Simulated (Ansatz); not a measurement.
```yaml
atoms:
  - { symbol: H, position_ang: [-0.0087, 0.0019, -1.6217] }
  - { symbol: C, position_ang: [0.0097, 0.0010, -0.5127] }
  - { symbol: O, position_ang: [-0.0023, 0.0072, 0.5960] }
```

RHF-MP2 on singlet CHO(+) was run in several spherical basis sets with Ansatz (development build ahead of 0.2.0). Frozen core: 2 orbitals.

(1) Rank the basis sets by the total energy that they give, lowest first, with the distance from the lowest.
A. STO-3G
B. def2-TZVP
C. 6-31G(d)

Results:

(1) B (0.00 eV), C (3.35 eV), A (46.85 eV).

Totals follow the description of the cores as much as that of the bonds, so this order isn't one of quality for chemistry.
